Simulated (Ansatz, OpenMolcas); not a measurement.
## How basis sets differ on P2H4 (diphosphine)

P2H4: 6 atoms, total charge 0, spin state singlet. As SMILES, `PP`. The shape is that of a PBE0-D4/def2-TZVP optimisation. This is one conformer, not always the lowest.

Quantity: the HOMO–LUMO gap, in eV. The values are calculated.

```csv
level,kind,program,value (eV),CPU time
HF/ANO-RCC-MB (DKH2),Hartree–Fock,OpenMolcas,13.59,1.7 s
HF/STO-3G,Hartree–Fock,OpenMolcas,16.15,2.3 s
HF/3-21G,Hartree–Fock,Ansatz,12.56,0.24 s
HF/def2-SVP,Hartree–Fock,Ansatz,13.23,1.1 s
HF/aug-cc-pVDZ,Hartree–Fock,OpenMolcas,10.25,8.1 s
```

The values span 10.25 to 16.15 eV. A Hartree–Fock LUMO above zero doesn't converge with the basis: it sinks as sets grow more diffuse. Orbital gaps aren't excitation energies. Times are those of the runs behind each value, whatever else they computed, on shared processors of several kinds: orders of magnitude only.
